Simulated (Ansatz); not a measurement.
Litharge PbO

The numbers are results of HSE06-D3(BJ) in Ansatz (plane waves, PAW), not measurements.

Run with plane-wave cutoff 460 eV, 6×6×6 k mesh, Fermi–Dirac smearing 0.01 eV, scalar-relativistic PAW data made under PBE.

Cell: relaxed at this level.

```
Quantity                                      Result
-------------------------------------------  -------
equilibrium lattice constant a               3.951 Å
lattice parameter c                          4.902 Å
band gap                                     1.76 eV
smallest direct gap on the k points sampled  3.31 eV
direct gap at Γ                              3.39 eV
```

Measured, for comparison: lattice constant a 3.975 Å (room temperature, no zero-point or thermal correction, our sources range from 3.964 to 3.975; as tabulated in Canepa et al. (2012), arXiv:1204.2842); lattice parameter c 5.023 Å (room temperature, no zero-point or thermal correction, our sources range from 4.995 to 5.023; as tabulated in Canepa et al. (2012), arXiv:1204.2842). Computed (rounded) less measured: lattice constant a -0.6 % (-0.3 % to -0.6 % over the range), lattice parameter c -2.4 % (-1.9 % to -2.4 % over the range). A static lattice is as a rule a little smaller and stiffer than an uncorrected measurement, which narrows the difference in the lattice constant a and would widen misses of the other sign.

Spin–orbit coupling is not included; with these elements it can move the gap by several tenths of an eV or more.

Cost on a shared machine: roughly 40 core-minutes.

Ansatz is an electronic-structure program.
